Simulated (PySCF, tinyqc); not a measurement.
FCI on RHF in the sto-6g basis, frozen core, for LiH, spin multiplicity 1, step by step. The lowest restricted solution is unstable here: a spin-polarised one lies 0.0224 hartree lower (PySCF). One step of it, computed by the program tinyqc.

Problem. FCI: roots. Diagonalise (each vector has its largest component positive (the first on a tie)); all determinants have Ms = 0, so triplets appear too. The lowest singlet root is the correlation energy.

Occupation strings over the orbitals (2 doubly, a alpha, b beta, 0 empty; spin orbitals ordered 1a 1b 2a 2b ...): 220000 2ab000 2a000b 2ba000 2b000a 202000 20a00b 200200 200020 20b00a 200002

H - E(HF) between determinants (hartree):
```
           220000     2ab000     2a000b     2ba000     2b000a     202000     20a00b     200200
220000   0.000000   0.000000   0.000000   0.000000   0.000000   0.028406  -0.052367   0.020392
2ab000   0.000000   0.097133   0.011540  -0.028406   0.052367   0.083874   0.023621   0.021145
2a000b   0.000000   0.011540   0.269932   0.052367  -0.133896   0.023621   0.016797  -0.017321
2ba000   0.000000  -0.028406   0.052367   0.097133   0.011540  -0.083874   0.122795  -0.021145
2b000a   0.000000   0.052367  -0.133896   0.011540   0.269932  -0.023621   0.043762   0.017321
202000   0.028406   0.083874   0.023621  -0.083874  -0.023621   0.530350   0.112879   0.041652
20a00b  -0.052367   0.023621   0.016797   0.122795   0.043762   0.112879   0.429550  -0.010726
200200   0.020392   0.021145  -0.017321  -0.021145   0.017321   0.041652  -0.010726   0.596427
200020   0.020392   0.021145  -0.017321  -0.021145   0.017321   0.041652  -0.010726   0.016875
20b00a   0.052367   0.122795   0.043762   0.023621   0.016797  -0.112879  -0.036250   0.010726
200002   0.133896  -0.043762  -0.026997   0.043762   0.026997   0.036250   0.029215   0.018495

           200020     20b00a     200002
220000   0.020392   0.052367   0.133896
2ab000   0.021145   0.122795  -0.043762
2a000b  -0.017321   0.043762  -0.026997
2ba000  -0.021145   0.023621   0.043762
2b000a   0.017321   0.016797   0.026997
202000   0.041652  -0.112879   0.036250
20a00b  -0.010726  -0.036250   0.029215
200200   0.016875   0.010726   0.018495
200020   0.596427   0.010726   0.018495
20b00a   0.010726   0.429550  -0.029215
200002   0.018495  -0.029215   0.564646
```

Give: lowest roots of this matrix, relative to E(HF); lowest vectors; <S^2> of these roots; weight of the ground state by excitation level 0, 1, 2, ....

Solution.

lowest roots of this matrix, relative to E(HF) (hartree): -0.0493  0.0006  0.0335  0.1287  0.3760  0.4270  0.4687  0.5796

lowest vectors:
```
         root 1   root 2   root 3   root 4
220000   0.9373   0.0000  -0.2038   0.0000
2ab000   0.1029   0.6425   0.6099   0.1410
2a000b   0.0118  -0.2106   0.1115   0.6544
2ba000  -0.1029   0.6425  -0.6099   0.1410
2b000a  -0.0118  -0.2106  -0.1115   0.6544
202000  -0.1215   0.0000  -0.3017   0.0000
20a00b   0.1527  -0.2071   0.1896  -0.2278
200200  -0.0168   0.0000  -0.0072   0.0000
200020  -0.0168   0.0000  -0.0072   0.0000
20b00a  -0.1527  -0.2071  -0.1896  -0.2278
200002  -0.1951   0.0000   0.1635   0.0000
```

<S^2> of these roots: 0.0000  2.0000  0.0000  2.0000  0.0000  0.0000  2.0000  0.0000

weight of the ground state by excitation level 0, 1, 2, ...: 0.8785  0.0214  0.1000

The reference has a weight of only 0.88: one determinant is a poor start here.
